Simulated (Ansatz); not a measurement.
# Boron (alpha-rhombohedral (B12)): adding exact exchange

Ansatz, plane waves with scalar-relativistic PAW, all at the r²SCAN geometry (a = 4.899 Å, c = 12.513 Å (c/a = 2.554)) on a 3×3×3 mesh, smearing 0.1 eV.

```json
{"functional": "r²SCAN", "gap on the mesh (eV)": "1.78", "rough cost against r²SCAN": "1×"}
{"functional": "r²SCAN0", "gap on the mesh (eV)": "2.92", "rough cost against r²SCAN": "5×"}
{"functional": "r²SCAN50", "gap on the mesh (eV)": "4.09", "rough cost against r²SCAN": "6×"}
{"functional": "r²SCANh", "gap on the mesh (eV)": "2.23", "rough cost against r²SCAN": "5×"}
```

A gap read on a coarse mesh may be too large.
